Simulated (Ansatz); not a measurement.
Input file for Ansatz (an electronic-structure program): R-CCSD(T)/aug-cc-pVDZ on HF (SMILES F) with ghost functions.

Ansatz 0.2 input:
```yaml
crystal:
  periodic: [false, false, false]
  atoms:
    - {symbol: F, position_ang: [1.32373600, -0.09022600, -0.00000700]}
    - {symbol: H, position_ang: [1.74043700, 0.73339000, 0.00001300]}
basis:
  gaussian:
    orbitals: aug-cc-pVDZ
    ghost_atoms:
      - {symbol: F, position_ang: [-1.45719500, 0.01925700, -0.00001100]}
      - {symbol: H, position_ang: [-0.53931000, -0.09466400, 0.00014500]}
magnetization: {spin_polarized: false}
correlation: {method: ccsd_t, electrons: outside_noble_gas}
scf: {lower_state_search: off}
```

It printed:

```
WARN ansatz: RAYON_NUM_THREADS=1 ignored (pool sized by the plan → 1); use --threads N
Functional definition: HF
these checks for a lower state are left out or cut short: stability, starts, cluster_reference, orbital_swaps, neighbouring_geometries, increment
integrals: 0.03 GiB planned
504 factors; integrals over basis functions are off by at most 9.5e-4 eV
mean field: 0.07 GiB planned
mean field evaluation 1: about -2721.0877 eV, gradient 2.4e1 eV
mean field evaluation 2: about -2721.0876 eV, gradient 2.4e1 eV
mean field evaluation 4: about -2722.0438 eV, gradient 1.2e0 eV
mean field evaluation 8: about -2722.0482 eV, gradient 4.7e-5 eV
mean field -2722.04823049 eV, -100.0334274001 hartree, gradient 1.1e-6 eV, S^2 0.000000; 0 other end points of the search recorded, 0 dependent functions left out
1 core orbitals not correlated
reference -2722.04823049 eV, -100.0334274001 hartree; 4, 4 occupied and 59, 59 virtual orbitals, 504 factors
second order -6.06794593 eV of doubles, -0.00000000 eV of singles
coupled cluster: 0.12 GiB planned
cycle   1  -6.03376999 eV  change    3.4e-2 eV  update   5.2e-2
cycle   2  -6.14183137 eV  change   -1.1e-1 eV  update   1.3e-2
cycle   3  -6.17132267 eV  change   -2.9e-2 eV  update   6.5e-3
cycle   4  -6.16870432 eV  change    2.6e-3 eV  update   8.7e-4
cycle   5  -6.16816553 eV  change    5.4e-4 eV  update   2.8e-4
cycle   6  -6.16824599 eV  change   -8.0e-5 eV  update   7.0e-5
cycle   7  -6.16823775 eV  change    8.2e-6 eV  update   2.2e-5
cycle   8  -6.16822569 eV  change    1.2e-5 eV  update   6.1e-6
cycle   9  -6.16822425 eV  change    1.4e-6 eV  update   1.8e-6
perturbative correction -0.11546889 eV, -0.0042434035 hartree
Total energy: -2728.33192363 eV, -100.2643488637 hartree
Checks for a lower state left out: stability, starts, cluster_reference, orbital_swaps, neighbouring_geometries, increment
```

The calculation finished and met its thresholds.

Cost: roughly 1.3 core-seconds.
